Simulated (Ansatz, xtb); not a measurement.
## Ranking isomers of CH5F2N2+

3 gas-phase structures of CH5F2N2+, found in a search over its isomers (lower ones may exist). Each was relaxed with GFN2-xTB; where two conformers were screened, the lower at r2SCAN-D4/def2-SVP is listed:

A. `N[NH2+]C(F)F`, a singlet
B. `[NH3+]NC(F)F`, a singlet
C. `NC([NH3+])(F)F`, a singlet

Make a reasoned guess at their ranking by r2SCAN-D4/def2-SVP single-point energy.

Calculated order at r2SCAN-D4/def2-SVP: C (0.0), B (36.0), A (41.9) kcal/mol.

Energies above the lowest of each column, in kcal/mol; the last columns are at B3LYP-D3(BJ)/def2-SVP geometries:

```csv
structure,GFN2-xTB,HF/STO-3G,r2SCAN-D4/def2-SVP,B3LYP-D3(BJ)/def2-SVP,CCSD(T)/def2-SVP + ΔMP2/def2-TZVPP
C,0.0,0.0,0.0,0.0,0.0
B,23.5,30.1,36.0,33.8,32.4
A,35.7,32.9,41.9,39.4,37.2
```

Every level run on C puts it lowest or level with the lowest. Some further structures that were screened fall inside this span and aren't listed. Flexible structures stand in one conformer each, not always the lowest. ΔMP2 is the change of the MP2 energy from the smaller to the larger basis.

Programs: Ansatz 0.2.0, xtb 6.7.1.
